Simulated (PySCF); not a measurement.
# Shapes and spin states of ClF3

Method: PBE/[Cl def2-TZVP, F def2-TZVP], no relativity, density fitting, PySCF.

Relaxations began from a few typed shapes and spin states; open shells are unrestricted. The search is not exhaustive: other isomers or separated fragments can lie lower, and high-lying points may rest on an excited occupation.

```json
{"spin": "singlet", "group": "C2v", "bonds": "Cl–F 1.643 Å, Cl–F 1.737 Å (×2)", "angles": "F–Cl–F 88.8° (×2), F–Cl–F 177.6°", "imaginary modes (cm⁻¹)": "none", "ΔE (kJ/mol)": "0.0", "ΔE with ZPE (kJ/mol)": "0.0"}
{"spin": "triplet", "group": "C2v", "bonds": "Cl–F 1.726 Å (×2), Cl–F 2.070 Å", "angles": "F–Cl–F 91.4° (×2), F–Cl–F 177.1°", "imaginary modes (cm⁻¹)": "none", "ΔE (kJ/mol)": "130.4", "ΔE with ZPE (kJ/mol)": "125.4"}
```

The lowest minimum found is the singlet C2v: Cl–F 1.643 Å, Cl–F 1.737 Å (×2); F–Cl–F 88.8° (×2), F–Cl–F 177.6°.

Counting electrons, chlorine keeps 4 of its valence electrons outside its bonds, so the VSEPR class is AX3E2 and the expected shape is T-shaped (C2v), as computed.
